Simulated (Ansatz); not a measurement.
Born–Oppenheimer molecular dynamics of BClH₃N (6 atoms, charge 0, multiplicity 1). It starts from a relaxed structure.

Level of theory: Ansatz, RKS PBE0-D4/def2-SVP.

```yaml
ensemble: NVT, Langevin thermostat
time_step: 0.5 fs
steps_asked: 100
set_temperature: 3000 K
friction: 0.005 /fs
seed: 530763
```

First frame:

```xyz
6
Properties=species:S:1:pos:R:3
B 0.012 -0.016 0.074
N 0.017 0.002 1.460
H -0.834 -0.074 2.001
H 0.862 0.090 2.010
Cl 1.540 0.121 -0.814
H -1.016 -0.123 -0.545
```

(1) How far do the bonds stretch over the last three quarters of this one trajectory? (Pairs bonded in most of those frames.)

## Answers

(1) 
| bond | mean (Å) | spread (Å) | shortest | longest |
| --- | --- | --- | --- | --- |
| B1–N2 | 1.405 | 0.021 | 1.36 | 1.43 |
| B1–Cl5 | 1.850 | 0.056 | 1.68 | 1.92 |
| B1–H6 | 1.221 | 0.057 | 1.10 | 1.31 |
| N2–H3 | 1.036 | 0.054 | 0.93 | 1.13 |
| N2–H4 | 1.019 | 0.018 | 0.97 | 1.05 |

Mean temperature of the second half: 1438 K. The mean temperature of the second half is 52 % below the set value. A run of 0.05 ps of so small a system gives no equilibrium averages.

Time of the run: 2.7 min on 1 thread of Intel(R) Xeon(R) Platinum 8175M CPU @ 2.50GHz (Skylake/Cascade Lake), on a shared host, peak memory 0.13 GiB.
